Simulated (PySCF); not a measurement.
C4H3S (doublet state).
Structure used (GFN2-xTB), in Å, numbered top down from 1:
```
atom  x, y, z in Å
C1    -1.549   -0.167    0.021
C2    -0.124   -0.010    0.013
C3     1.106    0.122    0.011
C4     2.398    0.261    0.008
S5     3.955    0.428    0.009
H6    -2.037    0.806    0.114
H7    -1.883   -0.638   -0.906
H8    -1.856   -0.793    0.861
```

The species is `CC#C[C]=S` [radical].

Computed, not measured: PySCF, UKS B3LYP, pcH-1 on C H S, non-relativistic, mean-field spin-orbit, GIAO. Geometry: GFN2-xTB; no solvent, vibrations or thermal averaging. A GFN2-xTB geometry isn't a minimum of the functional, and hyperfine couplings can be far from their values at a DFT geometry.

Output of the driver script. Atoms in this output count from 0.

```
UKS, coarse grid
  cycle   1  E = -552.29639648  |g| = 2.29e-01
  cycle   2  E = -552.29637033  |g| = 2.17e-01
  cycle   3  E = -552.31754409  |g| = 7.03e-02
  cycle   4  E = -552.31927661  |g| = 4.64e-02
  cycle   5  E = -552.32040081  |g| = 1.10e-02
  cycle   6  E = -552.32047445  |g| = 4.81e-03
  cycle   7  E = -552.32049797  |g| = 2.17e-03
  cycle   8  E = -552.32050258  |g| = 2.32e-03
  cycle   9  E = -552.32050721  |g| = 9.54e-04
UKS, final grid
  cycle   1  E = -552.32050968  |g| = 1.92e-03
  cycle   2  E = -552.32049726  |g| = 4.93e-03
  cycle   3  E = -552.32051231  |g| = 3.65e-04
  cycle   4  E = -552.32051246  |g| = 1.80e-04
  cycle   5  E = -552.32051266  |g| = 1.58e-04
  cycle   6  E = -552.32051269  |g| = 5.85e-05
  cycle   7  E = -552.32051269  |g| = 1.20e-05
E = -552.32051269 Eh   <S^2> = 0.7634 (exact 0.7500)
g shifts (ppm)      1          2          3
  rmc          -176       -176       -176
  gc             43         -5         34
  oz_so     -283851       -479       3949
  total     -283983       -660       3807
hyperfine (MHz)  atom isotope    a_iso     a_fc   dipolar eigenvalues
    0   13C     -19.83     -19.83     -1.01      0.15      0.86
    1   13C      45.75      45.75    -43.95    -34.46     78.42
    2   13C     -56.86     -56.86    -15.50     -1.93     17.43
    3   13C      46.02      46.02    -45.20    -41.69     86.89
    4   33S       2.06       2.06    -31.16    -26.50     57.66
    5    1H      69.52      69.52     -2.85     -2.11      4.96
    6    1H      57.50      57.50     -2.73     -2.21      4.94
    7    1H       5.58       5.58     -2.69     -2.18      4.87
```

Question: Can this result be taken as it stands? Point to the evidence in the output.

Answer: No. The largest g shift is -0.284, past the limit of 0.03 at which the run flags a species of elements up to argon. The orbital-Zeeman/spin–orbit term is second order, a sum of spin–orbit matrix elements over excitation energies, so it grows and becomes less reliable as an excited state comes close; a shift this large should be checked with a method that treats spin–orbit coupling variationally or among several states. The contact and dipolar couplings don't rest on that expansion, but they belong to the state that the SCF found, and a close-lying state with the spin in another orbital would have other couplings; no stability test was run. The run left out the spin–orbit part of the hyperfine coupling. The geometry has point group C3v, which allows degenerate electronic states; one determinant can't describe such a state, and a Jahn–Teller distortion would split it.
